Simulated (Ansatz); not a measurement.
Two shapes of singlet C2H2.

Shape 1:

```xyz
4

C    -0.0467   -0.0164   -0.4852
C    -0.0416   -0.0157    0.7991
H    -0.0485   -0.9506   -1.0196
H    -0.0062    0.9891   -1.0037
```

Shape 2:

```xyz
4

C     0.0000    0.0000   -0.4398
C     0.0000    0.0000    0.7562
H     0.0000   -0.8723   -0.9492
H     0.0000    0.8723   -0.9492
```

Basis set: 6-31G* (spherical functions). Left uncorrelated: 2 orbitals. Charge 0, multiplicity 1.

Computed with Ansatz (development build ahead of 0.2.0); each method stands on the lowest determinant of its kind that the runs found.

(1) Which shape is lower in energy, and by how much in each method?

## Answers

(1)

| method | E(2) − E(1) (eV) |
| --- | --- |
| RHF | 0.565 |
| RHF-MP2 | 0.712 |

Shape 1 is lower. Caution: no unrestricted run beside it, a lower state can exist.
